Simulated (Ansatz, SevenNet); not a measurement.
For 1T (CdI2-type) SnSe2, the machine-learned potential SevenNet-l3i5 (trained on PBE and PBE+U data) gives:

| Quantity | Value |
|---|---|
| lattice parameter a | 3.875 Å |
| c axis length | 6.883 Å |

### Question
What does r²SCAN+SOC (Ansatz, a program for electronic structure, plane waves, PAW) give for the same quantities?

### Answer

- lattice constant a: 3.841 Å (decreases by 0.9 %)
- lattice parameter c: 6.528 Å (falls by 5.2 %)

For comparison: lattice parameter c 6.14 Å (measured, temperature not stated, no zero-point or thermal correction; as tabulated in Gonzalez and Oleynik (2016), arXiv:1609.04381).

Changes are worked out from the printed values.

Unless a cell is named, each level is at its own relaxed cell (SevenNet-l3i5 29.83, r²SCAN+SOC 27.81 Å³/atom).

Caveats: for a layered or molecular solid the relaxed cell lies over 5 % above the published volume, where the minimum can be shallow (r²SCAN+SOC); the cell comes from a level without a dispersion term, which matters for the spacing of layers, chains or molecules (r²SCAN+SOC). Ansatz's density-functional and Hartree–Fock values are scalar-relativistic unless marked +SOC, with PAW data made under PBE.
